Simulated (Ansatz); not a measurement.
Cost and result for the atomization energy of C₂H₅FS₂, SMILES `CSSCF` (10 atoms, 9 bonds).

```xyz
10

C    -1.146    0.008    1.446
S    -0.475    1.405    0.521
S     1.386    0.766    0.012
C     1.094   -0.151   -1.497
F     0.555   -1.397   -1.270
H    -1.262   -0.863    0.803
H    -0.509   -0.227    2.297
H    -2.125    0.331    1.806
H     0.411    0.405   -2.141
H     2.071   -0.276   -1.976
```

Charge 0, multiplicity 1. All single points use the PBE0-D4/def2-TZVP geometry. It is one conformer, not always the lowest. Program: Ansatz. All runs use 4 threads of an Arm Neoverse V1 on a shared host. Times are those of one run each, without the atoms' runs, and a repeat can differ threefold. Electronic energies, without spin–orbit coupling; frozen cores. CCSD(T)/CBS adds CCSD(T) − MP2 in def2-TZVPP to the MP2 limit, and its time is that of the two runs behind it. T1 = 0.012. B3LYP takes the VWN-RPA correlation (the form of Gaussian; ORCA's B3LYP/G).

CCSD(T)/CBS is a level of theory with its own doubt, some kJ/mol a heavy atom from the limit and from the frozen cores, so smaller differences don't rank the functionals.

```json
{"level": "PBE-D4/def2-TZVPP (with forces)", "functions": "247", "atomization (kJ/mol)": "3626.4", "difference from CCSD(T)/CBS": "112.6", "per bond": "12.5"}
{"level": "B3LYP-D4/def2-TZVPP (with forces)", "functions": "247", "atomization (kJ/mol)": "3508.9", "difference from CCSD(T)/CBS": "-4.9", "per bond": "-0.5"}
{"level": "CCSD(T)/CBS(def2)", "functions": "–", "atomization (kJ/mol)": "3513.8", "difference from CCSD(T)/CBS": "0.0", "per bond": "0.0"}
{"level": "MP2/def2-QZVPP", "functions": "461", "atomization (kJ/mol)": "3536.9", "difference from CCSD(T)/CBS": "23.1", "per bond": "2.6"}
{"level": "PBE0-D4/def2-TZVPP", "functions": "247", "atomization (kJ/mol)": "3542.5", "difference from CCSD(T)/CBS": "28.7", "per bond": "3.2"}
{"level": "r2SCAN-D4/def2-TZVPP (with forces)", "functions": "247", "atomization (kJ/mol)": "3537.7", "difference from CCSD(T)/CBS": "23.9", "per bond": "2.7"}
{"level": "B2PLYP/def2-TZVPP", "functions": "247", "atomization (kJ/mol)": "3463.4", "difference from CCSD(T)/CBS": "-50.4", "per bond": "-5.6"}
{"level": "ωB97M-V/def2-TZVPP (with forces)", "functions": "247", "atomization (kJ/mol)": "3538.9", "difference from CCSD(T)/CBS": "25.1", "per bond": "2.8"}
{"level": "ωB97X-V/def2-TZVPP", "functions": "247", "atomization (kJ/mol)": "3533.2", "difference from CCSD(T)/CBS": "19.4", "per bond": "2.2"}
{"level": "CCSD(T)/def2-TZVPP", "functions": "247", "atomization (kJ/mol)": "3404.8", "difference from CCSD(T)/CBS": "-109.0", "per bond": "-12.1"}
```

**Question.** Order the runs by time, with rough figures. (Estimate.)

**Answer.** Computed: PBE-D4/def2-TZVPP (with forces) 2.7 s; PBE0-D4/def2-TZVPP 3.6 s; r2SCAN-D4/def2-TZVPP (with forces) 5.5 s; B3LYP-D4/def2-TZVPP (with forces) 5.5 s; B2PLYP/def2-TZVPP 6 s; ωB97X-V/def2-TZVPP 8 s; ωB97M-V/def2-TZVPP (with forces) 12 s; MP2/def2-QZVPP 23 s; CCSD(T)/def2-TZVPP 2.9 min; CCSD(T)/CBS(def2) 3.3 min.

In def2-TZVPP, CCSD(T) changes the Hartree–Fock value by +937.8 kJ/mol (the triples alone add +65.2 kJ/mol) and MP2 by +1005.8 kJ/mol; breaking electron pairs costs correlation energy, which Hartree–Fock lacks. From PBE to PBE0 (25 % exact exchange), in def2-TZVPP and without D4, the atomization energy moves by −80.4 kJ/mol: exact exchange takes away binding that semilocal exchange gives to molecules. The D4 term adds +36.9 kJ/mol with B3LYP and +19.3 kJ/mol with PBE0; it sums over pairs of atoms, weighted by their polarisabilities, and B3LYP, whose exchange is more repulsive, gets the larger term.
